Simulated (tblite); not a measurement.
Compound: C4H5O (doublet state).
Bonds: O1–C2 (double), C2–C3, C3–C4, C4–C5, C2–C5. Hydrogens: H6, H7 on C3; H8 on C4; H9, H10 on C5.
Bond orders are those of one Lewis drawing.

Computed with GFN2-xTB (tblite), gas phase: L-BFGS steps from a force-field or distance-geometry start until the largest atomic force falls under 0.01 eV/Å.

Geometry at step 11:
```
atom  x, y, z in Å
O1      1.8137   -1.2107    0.3959
C2      0.8446   -0.5575    0.1532
C3     -0.6083   -0.8959   -0.1455
C4     -0.8577    0.5755   -0.2220
C5      0.5673    0.9344    0.0559
H6     -1.1253   -1.4539    0.6435
H7     -0.7505   -1.4554   -1.0747
H8     -1.7569    1.1340   -0.0413
H9      1.1053    1.4311   -0.7576
H10     0.7769    1.5031    0.9700
```

Q: Give the atomic forces at this geometry.

A: 
| atom | Fx (eV/Å) | Fy (eV/Å) | Fz (eV/Å) |
| --- | --- | --- | --- |
| O1 | 0.061 | -0.017 | 0.014 |
| C2 | -0.050 | -0.016 | -0.005 |
| C3 | -0.040 | 0.038 | -0.033 |
| C4 | 0.017 | 0.010 | 0.200 |
| C5 | -0.039 | 0.030 | -0.031 |
| H6 | 0.018 | 0.047 | -0.028 |
| H7 | 0.003 | -0.008 | 0.000 |
| H8 | 0.082 | -0.047 | -0.072 |
| H9 | -0.006 | -0.001 | 0.014 |
| H10 | -0.046 | -0.037 | -0.059 |

The largest, 0.20 eV/Å, acts on C4; the rms over all components is 0.052 eV/Å. The forces sum to zero within rounding, as they must for an isolated molecule in no field.

Q: Give the force on C4 in Eh/bohr and in nN.

A: 0.201 eV/Å ÷ 51.422 = 0.00391 Eh/bohr, and 0.201 eV/Å × 1.602 = 0.32 nN.

Q: How far is this geometry from the end of the optimisation?

A: 0.008 eV above it, and 0.099 Å rms away after alignment. The bonds farthest from their final lengths, with half the difference of the two atoms' forces along the bond (positive lengthens):

```json
{"bond": "C4–C5", "now (Å)": "1.496", "final (Å)": "1.488", "force along bond (eV/Å)": "-0.05"}
{"bond": "C3–C4", "now (Å)": "1.494", "final (Å)": "1.488", "force along bond (eV/Å)": "-0.02"}
{"bond": "C4–H8", "now (Å)": "1.074", "final (Å)": "1.069", "force along bond (eV/Å)": "-0.06"}
{"bond": "C2–C5", "now (Å)": "1.521", "final (Å)": "1.523", "force along bond (eV/Å)": "+0.02"}
{"bond": "C5–H10", "now (Å)": "1.097", "final (Å)": "1.095", "force along bond (eV/Å)": "-0.03"}
```

The angle farthest from its final value is C5–C4–H8, 129.9° against 132.9°.

The cost below is that of the whole relaxation. On one thread of an Arm Neoverse V1, on a shared host, this took 0.12 s.
